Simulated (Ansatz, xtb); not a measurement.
## Ranking isomers of C2H6O3

4 gas-phase structures of C2H6O3, found in a search over its isomers (lower ones may exist). Each was relaxed with GFN2-xTB; where two conformers were screened, the lower at r2SCAN-D4/def2-SVP//GFN2-xTB is listed:

A. `OCC(O)O`, a singlet
B. `OCOCO`, a singlet
C. `COC(O)O`, a singlet
D. `CC(O)(O)O`, a singlet

**Question.** Which do you expect lowest at r2SCAN-D4/def2-SVP//GFN2-xTB, and how would the others follow?

**Answer.** Calculated order at r2SCAN-D4/def2-SVP//GFN2-xTB: D (0.0), C (62.4), A (62.6), B (82.2) kJ/mol. Less than 1 kcal/mol parts C and A, so the order within that pair means little.

Energies above the lowest of each column, in kJ/mol; the last columns are at r2SCAN-D4/def2-SVP geometries (a dash: not run or not comparable):

| structure | GFN2-xTB | HF/STO-3G | r2SCAN-D4/def2-SVP//GFN2-xTB | r2SCAN-D4/def2-SVP | CCSD(T)/def2-SVP + ΔMP2/def2-TZVPP |
| --- | --- | --- | --- | --- | --- |
| D | 0.0 | 0.0 | 0.0 | 0.0 | 0.0 |
| C | 29.5 | 15.0 | 62.4 | 59.3 | 61.3 |
| A | 59.8 | 55.5 | 62.6 | 64.0 | 55.4 |
| B | 56.0 | 34.1 | 82.2 | 84.5 | – |

Every level run on D puts it lowest or level with the lowest. CCSD(T)/def2-SVP + ΔMP2/def2-TZVPP orders those it was run on as D (0.0), A (55.4), C (61.3) kJ/mol. Flexible structures stand in one conformer each, not always the lowest. Frequencies (r2SCAN-D4/def2-SVP) were run for A, C, D alone. ΔMP2 is the change of the MP2 energy from the smaller to the larger basis.

Over these structures GFN2-xTB departs from r2SCAN-D4/def2-SVP//GFN2-xTB by 14.1 kJ/mol on average once a common shift is removed. A GFN2-xTB relaxation took about 0.05 s and the r2SCAN-D4/def2-SVP//GFN2-xTB energy about 1.4 s on a shared host (Ansatz 0.2.0, xtb 6.7.1).
